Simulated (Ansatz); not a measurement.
Diamond, treated with G0W0@HSE06 in Ansatz (hard PAW, contour deformation).

The cell has the measured lattice parameters. Conventional cell: a = 3.5670 Å, b = 3.5670 Å, c = 3.5670 Å, α = 90.00°, β = 90.00°, γ = 90.00°.

One run with a 6×6×6 mesh, response cutoff 150 eV and 87 empty bands, not extrapolated in mesh or basis; no spin–orbit coupling.

Some levels at Γ in eV, each set counted from its highest filled level:

```json
[
 {"row": "1", "degeneracy": "1", "HSE06": "-23.53", "quasiparticle": "…"},
 {"row": "2", "degeneracy": "3", "HSE06": "0.00", "quasiparticle": "0.00"},
 {"row": "3", "degeneracy": "2 or more", "HSE06": "6.98", "quasiparticle": "…"}
]
```

**Question.** What belongs in the gaps?

**Answer.** 
- 1, quasiparticle: -22.93
- 3, quasiparticle: 7.75

Levels within 5 meV count as one row.

Note: GW on a hybrid start was not checked against another program; cell and atoms aren't relaxed at this level.

Ansatz is an electronic-structure program.
